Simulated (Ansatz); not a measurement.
Input file:

```yaml
crystal:
  periodic: [false, false, false]
  atoms:
    - {symbol: Ge, position_ang: [0.000000, 0.000000, 0.000000]}
    - {symbol: Ga, position_ang: [0.000000, 0.000000, 3.008000]}
basis:
  gaussian: {orbitals: cc-pVDZ}
magnetization: {spin_polarized: false, initial_magnetization: 3}
correlation: {method: fci, electrons: outside_noble_gas}
```

```sh
$ ansatz run in.yaml --threads 1 --pin off --events-out ev --progress --plain --max-ram 2393MiB
```

Q: Roughly how long does this take on 1 thread of Arm Neoverse V2, shared host, and how much host memory?

A: 2.5 min wall and 0.82 GiB.

```
1038 factors; integrals over basis functions are off by at most 2.1e-7 eV
mean field evaluation 1: about -108804.9120 eV, gradient 4.6e0 eV
mean field evaluation 2: about -108804.9312 eV, gradient 4.7e0 eV
mean field evaluation 4: about -108805.2956 eV, gradient 1.5e0 eV
mean field evaluation 8: about -108805.3317 eV, gradient 6.8e-2 eV
mean field evaluation 16: about -108804.2184 eV, gradient 4.6e0 eV
mean field -108805.33199125 eV, -3998.5221997756 hartree, gradient 2.3e-6 eV, S^2 3.750000; 2 other end points of the search recorded, 0 dependent functions left out
mean field evaluation 32: about -108805.4242 eV, gradient 1.3e-4 eV
28 core orbitals not correlated: weight in the atoms' cores, before any rotation towards them, 1.000 or more for the frozen orbitals, at most 0.000 for the correlated occupied ones
reference -108805.33199125 eV, -3998.5221997756 hartree; 5, 2 occupied and 21, 24 virtual orbitals, 1038 factors
state -108808.70064617 eV, -3998.6459955605 hartree
Total energy: -108808.70064617 eV, -3998.6459955605 hartree
```

Natural occupations: 1.9369 1.8985 0.9728 0.9654 0.9654 0.0588 0.0588 0.0524 0.0106 0.0106 0.0099 0.0086 0.0086 0.0069 0.0059 0.0059 0.0046 0.0034 0.0031 0.0031 0.0026 0.0023 0.0023 0.0011.
